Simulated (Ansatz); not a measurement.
**AlBH5 (doublet): the correlation ladder at distance Al1–H4 along a hydrogen transfer = 1.586 Å, cc-pVDZ**

The task here is to estimate one member of a computed series from the others.

Program: Ansatz 0.2.0, Gaussian basis. Level of theory: cc-pVDZ, core rule «outside noble gas», up to 6 orbitals frozen. These are calculated values, not measurements.

To be run: UHF; CCSD(T) on ROHF; CCSD(T) on UHF; BCCD(T) on ROHF; CISD; CCSDT(Q) on ROHF; CCSDT(Q) on UHF; CASSCF and MRCISD+Q, 3 electrons in 3 orbitals; CASSCF and NEVPT2, 3 electrons in 3 orbitals; CASSCF and NEVPT2, 9 electrons in 9 orbitals.

3 further runs of the same task are left out: 3 that didn't finish.

## The system

The geometry derives from fragments relaxed apart (PBE0/def2-TZVP) and kept rigid, so it is no stationary point. A hydrogen atom is moved between rigid fragments.

7 atoms, charge 0, spin multiplicity 2.

Atoms are counted from 1 here; the program's logs count them from 0.

Bond lengths: Al1–H2 1.586 Å, Al1–H3 1.586 Å, Al1–H4 1.586 Å, B5–H6 1.191 Å, B5–H7 1.191 Å. Angles: H2–Al1–H3 120.0°, H2–Al1–H4 120.0°, H3–Al1–H4 120.0°, H6–B5–H7 129.4°.

Set-up of the first run:

in.yaml reads:

```yaml
crystal:
  periodic: [false, false, false]
  atoms:
    - {symbol: Al, position_ang: [-0.956203, 0.000000, 0.000000]}
    - {symbol: H, position_ang: [-1.749127, 1.373384, 0.000000]}
    - {symbol: H, position_ang: [-1.749127, -1.373384, 0.000000]}
    - {symbol: H, position_ang: [0.629645, 0.000000, 0.000000]}
    - {symbol: B, position_ang: [2.156797, 0.000000, 0.000000]}
    - {symbol: H, position_ang: [2.665870, 0.000000, 1.077008]}
    - {symbol: H, position_ang: [2.665870, 0.000000, -1.077008]}
basis:
  gaussian: {orbitals: cc-pVDZ}
magnetization: {spin_polarized: true, initial_magnetization: 1}
hamiltonian: {xc: hf}
output: {orbitals: {seedname: orbitals}}
```

The run is started by

```sh
$ ansatz run in.yaml --threads 1 --pin off --events-out ev --progress --plain --max-ram 2393MiB
```

Steps of the session up to this table: UHF; CCSD(T) on ROHF; CCSD(T) on UHF; BCCD(T) on ROHF; CISD; CCSDT(Q) on ROHF; CCSDT(Q) on UHF; CASSCF and MRCISD+Q, 3 electrons in 3 orbitals; CASSCF and NEVPT2, 3 electrons in 3 orbitals; CASSCF and NEVPT2, 9 electrons in 9 orbitals.

One of the session's tables, all rows but one given; the rest of the session is left out.

```
         method  from UCCSDT(Q) (meV)
           ROHF               +5758.6
            UHF               +5659.7
           RMP2               +1315.8
           UMP2               +1318.4
           CISD                     ?
          RCCSD                +134.3
          UCCSD                +132.8
       RCCSD(T)                 +29.7
       UCCSD(T)                 +29.7
        BCCD(T)                 +29.6
         RCCSDT                  +3.7
         UCCSDT                  +3.3
      RCCSDT(Q)                  +0.5
      UCCSDT(Q)                     0
CASSCF frontier               +4118.0
NEVPT2 frontier               +1302.8
```

Estimate the missing values for CISD.

**Answer.** from UCCSDT(Q) (meV): +563.3. In the column «from UCCSDT(Q) (meV)» it lies between RCCSD (+134.3) and NEVPT2 frontier (+1302.8).

Left out of the table: CASSCF pair, NEVPT2 pair, MRCISD pair, MRCISD+Q pair (the active space lost an orbital or holds another state than full CI finds).

Caveats from the session: Restricted and unrestricted rows rest on different reference determinants; where their highest levels disagree by more than a few hundredths of an eV, they describe different states and don't form one ladder. Warnings in the runs' records: passed over end.
